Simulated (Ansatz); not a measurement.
## Structure optimisation: tungsten, bcc

Method: Ansatz, DFT, r2SCAN, plane waves (500 eV) with PAW, scalar-relativistic. (PAW data from PBE, frozen cores regenerated.)

k-point mesh 14×14×14, Fermi-Dirac smearing 0.1 eV, no spin polarisation. Cell and atoms relax.

Starting structure:

```yaml
crystal:
  lattice:
    - [-1.58234, 1.58234, 1.58234]
    - [1.58234, -1.58234, 1.58234]
    - [1.58234, 1.58234, -1.58234]
  atoms:
    - { symbol: W, position: [0.00000, 0.00000, 0.00000] }
```

What cell does the relaxation end in?

Im-3m with a = 3.170 Å; 15.92 Å³ per atom against 15.85 at the start (0.5 %).

How much energy does the relaxation gain?

0.3 meV per atom.

Path of the relaxation (the plane waves are chosen anew near the end, which can shift the energy a little):

```tsv
step	E − E(final) (meV/atom)	V (Å³/atom)	P (GPa)	max force (eV/Å)
0	0.34	15.847	1.48	0.000
1	0.04	15.922	-0.03	0.000
2	0.00	15.922	-0.03	0.000
```
